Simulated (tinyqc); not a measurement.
Ways to converge the cycle: SCF convergence aids in the sto-6g basis, for CH3, spin multiplicity 2. Computed by the program tinyqc with PySCF. 

Geometry (angstrom):

| atom | x | y | z |
|---|---|---|---|
| C | 0.0000 | 0.0000 | 0.0440 |
| H | 1.3620 | 0.0000 | 0.0000 |
| H | -0.6810 | 1.1790 | 0.0000 |
| H | -0.6810 | -1.1790 | 0.0000 |

lowest solution found by these runs and by PySCF with stability checks = -39.321919 hartree

UHF with one setting changed at a time; a run stops when the energy changes by less than 1e-09 hartree and the error matrix is below 1e-5. The start is random orbitals. Damping d keeps d of the old density; a shift (hartree) raises the virtual levels; DIIS n extrapolates F over n matrices.

Largest element of the error matrix X^T (FDS - SDF) X:

| iteration | plain | damping 0.3 | damping 0.6 | shift 0.4 | DIIS 3 | DIIS 8 |
|---|---|---|---|---|---|---|
| 1 | 4.1e+00 | 4.1e+00 | 4.1e+00 | 4.1e+00 | 4.1e+00 | 4.1e+00 |
| 2 | 2.3e-01 | 1.4e+00 | 2.5e+00 | 3.8e-01 | 2.3e-01 | 2.3e-01 |
| 3 | 7.2e-02 | 4.6e-01 | 1.6e+00 | 1.8e-01 | 7.1e-02 | 7.1e-02 |
| 4 | 4.3e-02 | 1.6e-01 | 9.7e-01 | 1.2e-01 | 4.2e-02 | 4.2e-02 |
| 5 | 2.5e-02 | 5.3e-02 | 6.0e-01 | 1.0e-01 | 1.9e-02 | 1.8e-02 |
| 6 | 1.5e-02 | 3.4e-02 | 3.7e-01 | 1.1e-01 | 5.9e-03 | 5.9e-03 |
| 8 | 5.4e-03 | 1.7e-02 | 1.4e-01 | 8.5e-02 | 2.3e-03 | 2.0e-03 |
| 10 | 3.0e-03 | 8.9e-03 | 5.6e-02 | 4.8e-02 | 3.6e-04 | 1.3e-04 |
| 14 | 1.3e-03 | 2.8e-03 | 1.6e-02 | 1.6e-02 | 2.9e-05 | 3.0e-06 |
| 20 | 3.4e-04 | 1.2e-03 | 5.6e-03 | 3.9e-03 | - | - |
| 30 | 3.6e-05 | 2.7e-04 | 1.7e-03 | 9.1e-04 | - | - |
| 45 | - | 2.8e-05 | 5.0e-04 | 9.7e-05 | - | - |
| 60 | - | - | 1.4e-04 | 1.0e-05 | - | - |

How each run ends:

| run | iterations | E (hartree) | state |
|---|---|---|---|
| plain | 37 | -39.32192 | lowest found |
| damping 0.3 | 53 | -39.32192 | lowest found |
| damping 0.6 | >60 | -39.32192 | falls steadily but slowly, by a factor of about 0.92 a step |
| shift 0.4 | >60 | -39.32192 | falls steadily but slowly, by a factor of about 0.86 a step |
| DIIS 3 | 18 | -39.32192 | lowest found |
| DIIS 8 | 14 | -39.32192 | lowest found |

4 of 6 runs reach the lowest solution found, in 14 to 53 iterations (fastest: DIIS 8). Not converged: damping 0.6, shift 0.4. Plain steps already contract here, so damping only slows them. DIIS 3 and DIIS 8 gain by cancelling the error over several earlier matrices, much as a quasi-Newton step does.
